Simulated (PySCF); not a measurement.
# Working out the ionisation energy of Si

Si [Ne] 3s2 3p2 (3P) → Si⁺ [Ne] 3s2 3p1 (2P). All numbers are calculated (PySCF 2.14, no relativity, point nucleus, in aug-cc-pwCVTZ (8s7p5d3f, 75 functions)). Frozen: nothing. Energies in hartree (1 hartree = 27.21139 eV):

```json
{"part": "UHF", "Si (lower)": "-288.856764", "Si⁺ (upper)": "-288.576060"}
{"part": "CCSD correlation", "Si (lower)": "-0.359731", "Si⁺ (upper)": "-0.343501"}
{"part": "(T)", "Si (lower)": "-0.005459", "Si⁺ (upper)": "-0.004106"}
```

What does Hartree-Fock give?

(-288.576060) − (-288.856764) = 0.280704 hartree = 7.638 eV.

What do CCSD and CCSD(T) give?

The CCSD correlation energies differ by 0.016230 hartree = 0.442 eV and the triples by 0.001353 hartree = 0.037 eV, so CCSD gives 8.080 eV and CCSD(T) 8.117 eV.

Measured between the centres of the two terms (NIST): 8.157 eV, so CCSD(T) (all electrons) is off by -0.040 eV.

What remains against the reference includes basis incompleteness and higher excitations.
